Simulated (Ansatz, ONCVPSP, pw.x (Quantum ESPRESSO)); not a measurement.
## From atom to crystal: ONCV potential for Ga

gallium, optimised norm-conserving Vanderbilt (ONCV), made with ONCVPSP 4.0.1.1 (patched build) (PBEsol, scalar-relativistic). Core [Ar] 3d10, reference 4s2 4p1. Waves: 4s: rc 2.05 bohr, ncon 4, nbas 7, qcut 2.8 1/bohr, 2 projectors, debl 3.5 Ha; 4p: rc 2.60 bohr, ncon 4, nbas 7, qcut 2.7 1/bohr, 1 projector; d scattering state at 0.24 Ha: rc 2.45 bohr, ncon 4, nbas 7, qcut 3.4 1/bohr, 2 projectors, debl 2.8 Ha. Local part: polynomial inside 1.55 bohr (lpopt 5, dvloc0 1 Ha). Core correction: Teter function, fcfact 7.3, rcfact 1.15.

Crystal test: diamond Ga in pw.x 7.5, no spin, 8³ k-points, Fermi–Dirac smearing 0.01 Ry, cutoffs 65/260 Ry. The lattice is a test structure that the element need not adopt, and mesh and smearing are coarse.

pw.x input:

```
&control
  calculation='scf', prefix='x', pseudo_dir='./', outdir='./tmp', tstress=.true., disk_io='none'
/
&system
  ibrav=0, nat=2, ntyp=1, ecutwfc=65, ecutrho=260, nbnd=10,
  occupations='smearing', smearing='fd', degauss=0.01
/
&electrons
  conv_thr=1e-09, mixing_beta=0.4, electron_maxstep=70
/
ATOMIC_SPECIES
Ga 1.0 Ga.UPF
CELL_PARAMETERS angstrom
  0.00000000 2.88088900 2.88088900
  2.88088900 0.00000000 2.88088900
  2.88088900 2.88088900 0.00000000
ATOMIC_POSITIONS crystal
Ga 0.0000 0.0000 0.0000
Ga 0.2500 0.2500 0.2500
K_POINTS automatic
8 8 8 0 0 0
```

```bash
pw.x < Ga.scf.in > Ga.scf.out
```

Problem. How does the run end?

Solution. It converges; the pressure is -0.86 GPa against -0.01 GPa from all-electron LAPW. The largest radius (2.60 bohr) exceeds half the bond length (2.36 bohr), so the spheres overlap, which is one possible source of error among others. This is a poor potential for the solid. The log shows:

```
     number of electrons       =         6.00
     number of Kohn-Sham states=           10
     kinetic-energy cutoff     =      65.0000  Ry
     charge density cutoff     =     260.0000  Ry
     scf convergence threshold =      1.0E-09
     Exchange-correlation= PBESOL
     number of k points=    29  Fermi-Dirac smearing, width (Ry)=  0.0100
     iteration #  1     ecut=    65.00 Ry     beta= 0.40
     total energy              =     -11.32797320 Ry
     estimated scf accuracy    <       0.00665411 Ry
     iteration #  2     ecut=    65.00 Ry     beta= 0.40
     total energy              =     -11.32770643 Ry
     estimated scf accuracy    <       0.00239048 Ry
     iteration #  3     ecut=    65.00 Ry     beta= 0.40
     total energy              =     -11.32772178 Ry
     estimated scf accuracy    <       0.00000069 Ry
     iteration #  4     ecut=    65.00 Ry     beta= 0.40
     total energy              =     -11.32772348 Ry
     estimated scf accuracy    <       0.00000010 Ry
     iteration #  5     ecut=    65.00 Ry     beta= 0.40
     total energy              =     -11.32772349 Ry
     estimated scf accuracy    <          4.0E-09 Ry
     iteration #  6     ecut=    65.00 Ry     beta= 0.40
     total energy              =     -11.32772349 Ry
     estimated scf accuracy    <          1.5E-09 Ry
     iteration #  7     ecut=    65.00 Ry     beta= 0.40
     the Fermi energy is     2.9872 ev
!    total energy              =     -11.32772349 Ry
     estimated scf accuracy    <          5.0E-12 Ry
     smearing contrib. (-TS)   =      -0.00563237 Ry
     The total energy is F=E-TS. E is the sum of the following terms:
     one-electron contribution =       3.05813735 Ry
     hartree contribution      =       0.44863242 Ry
     xc contribution           =      -5.92357613 Ry
     ewald contribution        =      -8.90528475 Ry
     convergence has been achieved in   7 iterations
          total   stress  (Ry/bohr**3)                   (kbar)     P=       -8.65
     Message from routine punch:
     Nothing written, as per user request (disk_io='none')
```
